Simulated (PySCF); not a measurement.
C3H6, charge +1, multiplicity 2. Atoms are numbered in the order given.

```xyz
9

C     -1.1922     0.1818    -0.2322
C      0.0572    -0.0349     0.4666
C      1.3092    -0.1723    -0.1739
H     -1.8905    -0.6236     0.0595
H     -1.6831     1.0752     0.1907
H     -1.1060     0.2514    -1.3143
H      0.0368    -0.0993     1.5539
H      1.3803    -0.1401    -1.2577
H      2.2173    -0.3112     0.4051
```
Charge +1, spin multiplicity 2.

Geometry: ωB97X-D3(BJ)/def2-TZVP. The spin state was assumed, not searched.

All values below come from PySCF with CAM-B3LYP/def2-TZVPD.

Mulliken values depend strongly on the basis, most of all with diffuse functions as here. Atomic charges (e):

```json
[
 {"atom": "C1", "meta-Löwdin": "-0.34", "Mulliken": "-0.96", "Mulliken spin": "0.00"},
 {"atom": "C2", "meta-Löwdin": "(withheld)", "Mulliken": "0.36", "Mulliken spin": "0.32"},
 {"atom": "C3", "meta-Löwdin": "(withheld)", "Mulliken": "-0.51", "Mulliken spin": "0.59"},
 {"atom": "H4", "meta-Löwdin": "0.21", "Mulliken": "0.36", "Mulliken spin": "0.06"},
 {"atom": "H5", "meta-Löwdin": "0.21", "Mulliken": "0.36", "Mulliken spin": "0.05"},
 {"atom": "H6", "meta-Löwdin": "0.16", "Mulliken": "0.37", "Mulliken spin": "0.00"},
 {"atom": "H7", "meta-Löwdin": "0.19", "Mulliken": "0.37", "Mulliken spin": "-0.01"},
 {"atom": "H8", "meta-Löwdin": "(withheld)", "Mulliken": "0.32", "Mulliken spin": "0.00"},
 {"atom": "H9", "meta-Löwdin": "(withheld)", "Mulliken": "0.32", "Mulliken spin": "0.00"}
]
```

Problem. What belongs in the gaps? (Estimate from the structure and the level; the computed values follow.)

Solution. 
- C2, meta-Löwdin: 0.17
- C3, meta-Löwdin: 0.02
- H8, meta-Löwdin: 0.19
- H9, meta-Löwdin: 0.20
